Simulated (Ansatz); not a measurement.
**GaP$_{2}$H⁺, quartet: the ladder up to UCCSDT(Q)**

Geometry: that of the GaP2H, triplet, kept fixed. The doublet lies 0.6 eV lower here.

```yaml
atoms:
  - { symbol: Ga, position_ang: [-0.0099, 0.0340, 1.1545] }
  - { symbol: P, position_ang: [0.0883, 0.9813, -1.3360] }
  - { symbol: P, position_ang: [-0.0235, -1.0996, -1.2197] }
  - { symbol: H, position_ang: [-1.3092, 1.2855, -1.3235] }
```

Basis cc-pVDZ; Ansatz 0.2.0. Correlated methods freeze the noble-gas cores and the filled d shells of p-block atoms, which leaves 13 electrons in 44 orbitals. Prefix R: restricted or restricted open-shell reference; prefix U: unrestricted. Active spaces: valence = (9e, 11o, short of the full valence) chosen from the atoms' valence shells. No spin–orbit coupling is included, and no scalar relativity.

Full CI isn't at hand for all of this; UCCSDT(Q) serves as the reference, and is uncertain by the last step of the cluster series or more. The frozen core follows each run's orbitals, which can shift R against U totals by a few meV for light atoms and by up to 0.1 eV past Ca.

```
UHF ⟨S²⟩                          : 3.836
T1 diagnostic (RCCSD)             : 0.0355
largest doubles amplitude (RCCSD) : 0.080
T1 diagnostic (UCCSD)             : 0.0342
```

```csv
level,E − E(UCCSDT(Q)) (mEh),wall time
UHF,275.67,–
UMP2,59.36,–
UCCSD,13.67,–
UCCSD(T),2.83,9 s
UCCSDT,0.93,–
```

Run but not shown, since their state, orbitals or frozen core can't be matched to the reference's or they repeat it: RHF, RMP2, RCCSD, RCCSD(T), BCCD(T), RCCSDT, RCCSDT(Q), CASSCF (valence space), NEVPT2 (valence space).

Times hold each run's SCF and search for its determinant on a shared host, so for small cases they say little of a method's own cost; they ran on 1 thread of Arm Neoverse V2.

Natural occupations of CASSCF (valence space) about the gap: 1.973 1.969 1.922 1.003 0.999 0.989 0.037 0.031 0.027 0.027; effectively unpaired electrons, Σ n²(2−n)², 3.05.
